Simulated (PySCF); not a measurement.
Compound: cyclobutane, C4H8.
SMILES: `C1CCC1`

A linear-response calculation (PySCF, def2-SVPD basis, gas phase, vertical, core orbitals frozen in the response) gave these numbers; the functional is withheld.

Orbital energies (eV): HOMO-3 -11.44, HOMO-2 -10.15, HOMO-1 -10.07, HOMO -10.06, LUMO 1.55, LUMO+1 2.06, LUMO+2 2.06.

```csv
state,E (eV),f,"main configurations (H = HOMO, L = LUMO)"
S1,8.48,0.035,H-1/H→L (≥97%)
S2,8.48,0.035,H-1/H→L (≥97%)
S3,8.57,0.0000,H-2→L (93%)
S4,9.06,0.0010,H-1/H→L+1/L+2 (≥93%)
S5,9.06,0.0000,H-1/H→L+1/L+2 (≥88%)
S6,9.06,0.0001,H-1/H→L+1/L+2 (≥85%)
```

Triplets (Tamm–Dancoff): T1 8.26 eV, H-1/H→L (≥93%); T2 8.27 eV, H-1/H→L (≥93%); T3 8.30 eV, H-2→L (89%).

Vertical ionisation energy by ΔSCF with the same functional: 11.01 eV. Mean static polarisability: 47.3 au.

Orbitals of the list HOMO-3 to LUMO+2 that lie within 0.01 eV of each other are written together with a slash and their weights summed (≥ marks a lower bound); for degenerate orbitals outside that list single weights are arbitrary.

Question: Which of these was used?
A. HF
B. CAM-B3LYP
C. B3LYP
D. PBE

Answer: B. CAM-B3LYP is range-separated, 19% exact exchange at short range and 65% at long range (ω = 0.33 bohr⁻¹). In this run −ε(HOMO) = 10.06 eV differs from the ΔSCF value by -0.94 eV, and S1 differs from the orbital gap of 11.61 eV by -3.13 eV. The ratio −ε(HOMO)/IP is 0.91. Small neutral molecules mostly give 0.85 to 0.93 with CAM-B3LYP, 0.5 to 0.7 with PBE, 0.67 to 0.83 with B3LYP; Hartree–Fock can't fall below 1, since the ion's relaxation only lowers the ΔSCF value. The other options: PBE, a GGA without exact exchange; HF, time-dependent Hartree–Fock, 100% exact exchange; B3LYP, a global hybrid with 20% exact exchange.

Level of theory: TDDFT CAM-B3LYP/def2-SVPD, vertical, gas phase, core orbitals frozen in the response in PySCF 2.14.0, density-fitted response routines. Geometry: PBE0-D3(BJ)/def2-SVP; no solvent, vibrations or thermal averaging.
